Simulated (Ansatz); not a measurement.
Run this with the Python package of Ansatz (0.2.0) and show what comes out.

The script reads `fhmg.xyz`:
```text
3

F    -1.46890    0.84180   -0.72090
Mg    0.03870   -0.03870    0.01990
H     1.41930   -0.86800    0.68780
```

The script, `run_cas.py`:
```python
"""Static correlation in FHMg: natural occupations of an active space."""

from dataclasses import dataclass

import ansatz


@dataclass
class Settings:
    basis: str = "cc-pVDZ"


opts = Settings()

molecule = ansatz.Crystal.molecule_from_extxyz("fhmg.xyz")

base = (
    molecule.calculation()
    .basis(gaussian=opts.basis)
    .correlation(active_electrons=6, active_orbitals=6)
)
for method in ["sc_nevpt2"]:
    data = (base if method is None else base.correlation(method)).run(threads=1).report
    space = data["configurations"]
    state = space["states"][0]
    print(method or "casscf", f"total {data['free_energy_ev'] / 27.211386246:.6f} Ha, active-space state {state['energy']['hartree']:.6f} Ha, mean field {data['reference_energy_ev'] / 27.211386246:.6f} Ha")
    print("  determinants", state["n_determinants"], " natural occupations", [round(n, 3) for n in space["natural_occupations"]])
print("effectively unpaired electrons, sum of min(n, 2 - n):", round(sum(min(n, 2 - n) for n in space["natural_occupations"]), 3))
```

```console
$ python run_cas.py
RunWarning: the results are in doubt because another end's mean lies 0.829 eV lower, and its corrected mean 0.190 eV higher
sc_nevpt2 total -299.900727 Ha, active-space state -299.738281 Ha, mean field -299.670797 Ha
  determinants 208  natural occupations [1.983, 1.981, 1.962, 0.039, 0.018, 0.016]
effectively unpaired electrons, sum of min(n, 2 - n): 0.147
```
(Warnings from the package without file and line.)

Total energies depend on the basis set; only differences at equal settings carry meaning. The geometry is a force-field or estimated start, not a minimum of this method, and the basis set is short of its limit. The active space starts as a window about the frontier orbitals and is then optimised, not chosen by chemistry. A lower CASSCF solution was found and passed over, so the printed active-space state isn't the lowest. Timing: 2.8 s on 1 thread of Arm Neoverse V1, on a shared host, peak memory 0.14 GiB.

(Lines on the test bed's own set-up are left out of the output.)
